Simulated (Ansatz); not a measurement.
The inner images of a band of CH5BF (8 atoms, charge 0, multiplicity 2) are given out of order.

Level of theory: Ansatz, UKS PBE0/def2-SVP.

Image 0:

```xyz
8
Properties=species:S:1:pos:R:3
B 0.170 0.086 0.431
H -0.371 -1.049 0.782
C 1.411 0.047 -0.522
H 1.385 -0.797 -1.227
H 1.478 0.979 -1.109
H 2.345 -0.021 0.060
H -0.988 -0.266 -0.059
F 0.045 1.021 1.393
```

Image 6:

```xyz
8
Properties=species:S:1:pos:R:3
B 0.054 -0.389 -0.085
H -0.172 -0.270 1.790
C 1.443 -0.007 -0.644
H 1.597 -0.654 -1.529
H 1.474 1.034 -1.009
H 2.289 -0.175 0.039
H -1.047 -0.219 -0.545
F -0.165 0.679 1.732
```

Question: Put them in order from the first end to the last, with their energies above the first end.
A.
```xyz
8
Properties=species:S:1:pos:R:3
B 0.030 -0.304 -0.036
H -0.136 -0.311 1.665
C 1.433 -0.010 -0.617
H 1.576 -0.729 -1.444
H 1.506 1.000 -1.057
H 2.265 -0.150 0.089
H -1.073 -0.163 -0.495
F -0.127 0.666 1.645
```
B.
```xyz
8
Properties=species:S:1:pos:R:3
B 0.028 -0.242 0.032
H -0.111 -0.318 1.590
C 1.427 -0.025 -0.600
H 1.552 -0.771 -1.404
H 1.501 0.969 -1.078
H 2.269 -0.138 0.098
H -1.073 -0.193 -0.453
F -0.118 0.717 1.564
```
C.
```xyz
8
Properties=species:S:1:pos:R:3
B 0.021 -0.026 0.189
H -0.086 -0.673 1.477
C 1.407 -0.023 -0.563
H 1.501 -0.755 -1.381
H 1.486 0.976 -1.041
H 2.278 -0.124 0.100
H -1.043 -0.232 -0.376
F -0.090 0.856 1.344
```
D.
```xyz
8
Properties=species:S:1:pos:R:3
B 0.040 -0.353 -0.083
H -0.146 -0.302 1.747
C 1.437 -0.003 -0.643
H 1.609 -0.712 -1.475
H 1.484 1.012 -1.076
H 2.266 -0.129 0.069
H -1.064 -0.166 -0.530
F -0.151 0.653 1.740
```
E.
```xyz
8
Properties=species:S:1:pos:R:3
B 0.098 0.064 0.324
H -0.241 -0.936 1.164
C 1.404 0.011 -0.547
H 1.424 -0.727 -1.363
H 1.541 1.008 -1.000
H 2.288 -0.161 0.092
H -1.014 -0.283 -0.199
F -0.026 1.024 1.278
```

Answer: E (+7.4 kcal/mol), C (+23.5 kcal/mol), B (+42.3 kcal/mol), A (+41.9 kcal/mol), D (+41.6 kcal/mol).

The run took 100 s on 2 threads of Intel(R) Xeon(R) 6975P-C (Granite Rapids), on a shared host, peak memory 0.17 GiB.
